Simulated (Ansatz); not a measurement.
C3H8O2S (`CCS(C)(=O)=O`), relaxed with RKS PBE0-D4/def2-TZVP in the Gaussian-basis code of Ansatz from a PBE-D4/def2-SVP geometry. The force threshold is 0.005 eV/Å; the program also tests the step.

Charge 0, multiplicity 1.

Start:

```xyz
14

C     0.485   -1.654    0.423
C     0.885   -0.212    0.688
S    -0.478    0.985    0.450
C    -0.761    1.009   -1.344
O     0.040    2.319    0.833
O    -1.692    0.417    1.083
H     1.300   -2.342    0.726
H     0.277   -1.838   -0.651
H    -0.424   -1.908    1.002
H     1.145   -0.029    1.751
H     1.730    0.153    0.068
H    -1.069    0.006   -1.691
H     0.151    1.366   -1.856
H    -1.588    1.731   -1.481
```

Question: By how much does the energy fall, and how many steps does the optimiser take? (An estimate is asked.)

Answer: The calculation gave: 0.20 eV, in 9 steps.

Question: Which bonds change most? (Best estimate.)

Answer: Computed: C2–S3 from 1.830 to 1.782 Å; S3–O6 from 1.483 to 1.438 Å; S3–C4 from 1.816 to 1.772 Å; S3–O5 from 1.481 to 1.438 Å.

Question: Give the relaxed structure. (Estimate.)

Answer: The calculation gave: 
```xyz
14

C     0.479   -1.620    0.384
C     0.855   -0.188    0.697
S    -0.463    0.985    0.446
C    -0.756    0.964   -1.301
O     0.048    2.285    0.788
O    -1.643    0.480    1.095
H     1.289   -2.290    0.680
H     0.302   -1.771   -0.683
H    -0.422   -1.908    0.927
H     1.090   -0.050    1.756
H     1.709    0.173    0.120
H    -1.097   -0.022   -1.610
H     0.150    1.261   -1.828
H    -1.543    1.699   -1.470
```
